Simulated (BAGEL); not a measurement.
**CH5AlO (SMILES [CH3][AlH][OH]) at HF/3-21G (density fitting with qzvpp-jkfit)**

Aim: the energy change on altering one bond length of CH5AlO at HF/3-21G (density fitting with qzvpp-jkfit), from 2 runs. 

Program for the calculation: BAGEL 1.2.2.

3 further runs of the same task are left out: 2 that didn't finish, 1 set aside as unsound or not needed.

### 1 The system as given

CH5AlO has 8 atoms, charge 0, and is taken as a singlet. As SMILES, `[CH3][AlH][OH]`. The coordinates come from a PBE0-D4/def2-TZVP relaxation. This is one conformer, not always the lowest.

Bond lengths: C1–Al2 1.941 Å, Al2–O3 1.701 Å, C1–H4 1.095 Å, C1–H5 1.092 Å, C1–H6 1.095 Å, Al2–H7 1.589 Å, O3–H8 0.956 Å. Angles: C1–Al2–O3 117.6°, C1–Al2–H7 124.2°, O3–Al2–H7 118.3°, Al2–C1–H4 111.0°, Al2–C1–H5 111.9°, Al2–C1–H6 111.2°, Al2–O3–H8 122.5°, H4–C1–H5 107.9°, H4–C1–H6 106.4°, H5–C1–H6 108.2°.

### 2 A single-point energy at HF/3-21G (density fitting with qzvpp-jkfit)

calc.json

```json
{ "bagel": [

{
  "title": "molecule",
  "basis": "3-21g",
  "df_basis": "qzvpp-jkfit",
  "angstrom": true,
  "geometry": [
    { "atom": "C", "xyz": [   -0.777900,    0.982200,   -0.070900 ] },
    { "atom": "Al", "xyz": [    0.579700,   -0.394200,   -0.239900 ] },
    { "atom": "O", "xyz": [    0.544600,   -1.676400,    0.876800 ] },
    { "atom": "H", "xyz": [   -0.325100,    1.954500,    0.149300 ] },
    { "atom": "H", "xyz": [   -1.491400,    0.755400,    0.724300 ] },
    { "atom": "H", "xyz": [   -1.335700,    1.105000,   -1.004800 ] },
    { "atom": "H", "xyz": [    1.716800,   -0.394500,   -1.350200 ] },
    { "atom": "H", "xyz": [    1.181200,   -2.389100,    0.859500 ] }
  ]
},
{ "title": "hf" },
{ "title": "print", "file": "orbitals.molden", "orbitals": true }

]}
```

Launch:

```sh
$ BAGEL_NUM_THREADS=1 BAGEL calc.json > calc.out
```

Output:

```text
* using 1 threads per process

  ===============================================================
  ===============================================================

  *** Geometry ***

  { "atom" : "C", "xyz" : [     -1.470018,      1.856089,     -0.133982 ] },
  { "atom" : "Al", "xyz" : [      1.095474,     -0.744930,     -0.453345 ] },
  { "atom" : "O", "xyz" : [      1.029145,     -3.167937,      1.656912 ] },
  { "atom" : "H", "xyz" : [     -0.614350,      3.693470,      0.282136 ] },
  { "atom" : "H", "xyz" : [     -2.818338,      1.427499,      1.368729 ] },
  { "atom" : "H", "xyz" : [     -2.524107,      2.088147,     -1.898797 ] },
  { "atom" : "H", "xyz" : [      3.244282,     -0.745497,     -2.551508 ] },
  { "atom" : "H", "xyz" : [      2.232144,     -4.514745,      1.624220 ] },

  Number of auxiliary basis functions:      370

  Since a DF basis is specified, we compute 2- and 3-index integrals:
    o Being stored without compression. Storage requirement is 0.005 GB

  Number of basis functions:       41
  Number of electrons      :       32

    * METHOD: MOLECULE                             0.09

  *** RHF ***

  === Nuclear Repulsion ===
    98.9765195895

      * DIIS with orbital gradients will be used.

  === RHF iteration (3-21g) ===
      0       -355.48906991          0.03639092           0.01
      1       -355.59821338          0.02144741           0.01
      2       -355.64834867          0.00208340           0.01
      3       -355.64912702          0.00065306           0.01
      4       -355.64919390          0.00007521           0.01
      5       -355.64919606          0.00001575           0.01
      6       -355.64919615          0.00000354           0.01
      7       -355.64919616          0.00000073           0.01
      8       -355.64919616          0.00000033           0.01
      9       -355.64919616          0.00000009           0.01
     10       -355.64919616          0.00000003           0.01
     11       -355.64919616          0.00000001           0.01
    * SCF iteration converged.

    * Permanent dipole moment:
           (   -0.371444,     0.092930,     0.280349) a.u.

    * METHOD: HF                                   0.23

    * METHOD: PRINT                                0.01

  ===============================================================
```

Wall time 0.46 s (1 thread of Arm Neoverse V1, shared host).

### 3 The distorted shape

job.json

```json
{ "bagel" : [

{
  "title" : "molecule",
  "basis" : "3-21g",
  "df_basis" : "qzvpp-jkfit",
  "angstrom" : true,
  "geometry" : [
    { "atom" : "C", "xyz" : [      -0.845830,       0.836333,      -0.103935 ] },
    { "atom" : "Al", "xyz" : [       0.511770,      -0.540067,      -0.272935 ] },
    { "atom" : "O", "xyz" : [       0.476670,      -1.822267,       0.843765 ] },
    { "atom" : "H", "xyz" : [      -0.325100,       1.954500,       0.149300 ] },
    { "atom" : "H", "xyz" : [      -1.559330,       0.609533,       0.691265 ] },
    { "atom" : "H", "xyz" : [      -1.403630,       0.959133,      -1.037835 ] },
    { "atom" : "H", "xyz" : [       1.648870,      -0.540367,      -1.383235 ] },
    { "atom" : "H", "xyz" : [       1.113270,      -2.534967,       0.826465 ] }
  ]
},

{
  "title" : "hf"
},

{
  "title" : "print",
  "file" : "orbitals.molden",
  "orbitals" : true
}

]}
```

Launch:

```sh
$ BAGEL_NUM_THREADS=1 BAGEL job.json > job.out
```

Output:

```text
* using 1 threads per process

  ===============================================================
  ===============================================================

  *** Geometry ***

  { "atom" : "C", "xyz" : [     -1.598387,      1.580440,     -0.196409 ] },
  { "atom" : "Al", "xyz" : [      0.967105,     -1.020579,     -0.515772 ] },
  { "atom" : "O", "xyz" : [      0.900776,     -3.443586,      1.594485 ] },
  { "atom" : "H", "xyz" : [     -0.614350,      3.693470,      0.282136 ] },
  { "atom" : "H", "xyz" : [     -2.946707,      1.151850,      1.306302 ] },
  { "atom" : "H", "xyz" : [     -2.652476,      1.812499,     -1.961224 ] },
  { "atom" : "H", "xyz" : [      3.115913,     -1.021146,     -2.613935 ] },
  { "atom" : "H", "xyz" : [      2.103775,     -4.790393,      1.561793 ] },

  Number of auxiliary basis functions:      370

  Since a DF basis is specified, we compute 2- and 3-index integrals:
    o Being stored without compression. Storage requirement is 0.005 GB

  Number of basis functions:       41
  Number of electrons      :       32

    * METHOD: MOLECULE                             0.09

  *** RHF ***

  === Nuclear Repulsion ===
    98.3961861291

      * DIIS with orbital gradients will be used.

  === RHF iteration (3-21g) ===
      0       -355.47758853          0.03608997           0.01
      1       -355.58453954          0.02145907           0.01
      2       -355.63479165          0.00205226           0.01
      3       -355.63557990          0.00065785           0.01
      4       -355.63564569          0.00008125           0.01
      5       -355.63564822          0.00001763           0.01
      6       -355.63564835          0.00000385           0.01
      7       -355.63564835          0.00000078           0.01
      8       -355.63564835          0.00000036           0.01
      9       -355.63564835          0.00000009           0.01
     10       -355.63564835          0.00000003           0.01
     11       -355.63564835          0.00000001           0.01
    * SCF iteration converged.

    * Permanent dipole moment:
           (   -0.346961,     0.145681,     0.293816) a.u.

    * METHOD: HF                                   0.23

    * METHOD: PRINT                                0.01

  ===============================================================
```

It took 0.44 s on 1 thread of Arm Neoverse V1, shared host.

### 4 Results

Level: HF/3-21G (density fitting with qzvpp-jkfit).

| quantity | value |
| --- | --- |
| first shape: total energy | -355.64920 Eh |
| first shape: dipole moment | 1.21 D |
| first shape: HOMO energy | -10.94 eV |
| first shape: LUMO energy | 2.43 eV |
| first shape: HOMO–LUMO gap | 13.37 eV |
| distorted shape: total energy | -355.63565 Eh |
| distorted shape: dipole moment | 1.21 D |
| distorted shape: HOMO energy | -10.96 eV |
| distorted shape: LUMO energy | 2.43 eV |
| distorted shape: HOMO–LUMO gap | 13.39 eV |
| energy change with the C1–H4 bond stretched from 1.095 to 1.259 Å | 0.369 eV |

**Reading.** With the C1–H4 bond stretched from 1.095 to 1.259 Å the energy rises by 0.37 eV (35.6 kJ/mol). The first shape isn't relaxed at this level, so the change isn't measured from a minimum.
